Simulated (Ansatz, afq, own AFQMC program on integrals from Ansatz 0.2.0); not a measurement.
Integrals from Ansatz 0.2.0, then the random walk in our own AFQMC program (afq).

```yaml
crystal:
  periodic: [false, false, false]
  atoms:
    - {symbol: N, position_ang: [0.000000, 0.079164, 0.632274]}
    - {symbol: C, position_ang: [0.000000, -0.149608, -0.623475]}
    - {symbol: H, position_ang: [0.000000, 0.682652, -1.356932]}
basis:
  gaussian: {orbitals: cc-pVDZ}
magnetization: {spin_polarized: true, initial_magnetization: 2}
correlation: {method: ccsd_t, electrons: outside_noble_gas, hamiltonian_folder: ham}
```

```sh
$ ansatz run in.yaml --threads 1 --pin off --events-out ev --progress --plain --max-ram 1382MiB
```

Options of the walk:

```
--method phaseless --trial hf --walkers 120 --populations 1 --least-time 40 --time-step 0.005 --steps-per-block 20 --equilibration-blocks 112 --max-blocks 600 --target-error 0.00114 --factor-cut 1e-05 --start spin_pure --seed 565 --taylor-order 6
```

Times are imaginary, in 1/Eh. The walk had a cap of 723 s.

Log:

```
orbitals 31  electrons 6 4  factors 234 of 313
reference energy -92.75277492 Eh
CCSD correlation -0.25578090 Eh in 17 cycles, weight of the determinant in the CISD state 0.8493
energy of the start -92.755123 Eh
 block  time / (1/Eh)  mean weight  energy / Eh
     1     0.100  1.0011  -92.815695
     2     0.200  1.0008  -92.861001
     3     0.300  1.0011  -92.889770
     4     0.400  1.0025  -92.909198
     5     0.500  1.0015  -92.923723
     8     0.800  1.0021  -92.973135
    18     1.800  1.0016  -92.995377
    52     5.200  0.9997  -93.075101
    69     6.900  1.0000  -93.017191
   120    12.000  1.0001  -92.995427
   171    17.100  1.0011  -93.053652
   222    22.200  1.0001  -93.025237
   273    27.300  1.0009  -93.025353
   324    32.400  1.0004  -93.024336
   375    37.500  1.0003  -92.993673
   426    42.600  1.0004  -93.000401
   477    47.700  0.9997  -92.981558
   528    52.800  1.0019  -92.988616
   579    57.900  1.0021  -93.003240
   630    63.000  1.0002  -92.997186
   681    68.100  1.0014  -92.980528
   698    69.800  0.9996  -93.027276
blocks merged  error / Eh  count
     1  0.000925  600
     2  0.001214  300
     4  0.001592  150
     8  0.001975  75
    16  0.002415  37
    32  0.002264  18
    64  0.002799  9
energy -93.014027 +/- 0.002415 Eh
(rows thinned)
```

The run passed its tests (sampling time, drift between the halves within three errors, error under three times the target), which doesn't prove that it has relaxed. The second half of the sampling lies above the first by 2.5 errors of their difference, so the energy may still be moving and its error bar be too small.

Against this walk (error 65.7 meV) on the same determinant: CCSD(T) 117.8 meV lower (within the noise), CCSDT(Q) 224.5 meV lower, a separate phaseless walk with a CISD trial and standard settings 126.6 ± 67.6 meV lower (within the noise). The error is statistical and leaves out the bias of the constraint. None of these is a sure reference here.

Cautions: constraint bias not in the error; error above the target (65.7 against 31.0 meV); lower spins were not checked; higher spins were not checked; raised T1 diagnostic (T1 0.044, weight of the determinant 0.85, largest double 0.15); unrestricted determinant slightly spin contaminated (⟨S²⟩ 2.07 against 2.00); the bias of populations of 120 walkers isn't removed.

The walk took 3 min on 1 thread of Arm Neoverse V1, with other jobs on the host. The log's last line is the phaseless energy.

CCSDT and higher add their correlation energy to the determinant of the CCSD(T) run, since their own runs factorise the integrals more tightly (a shift of under 2 meV). A walk keeps the symmetry of its determinant, which the program's search chose and which needn't be the lowest solution, so a lower state of the same spin and another symmetry isn't excluded.
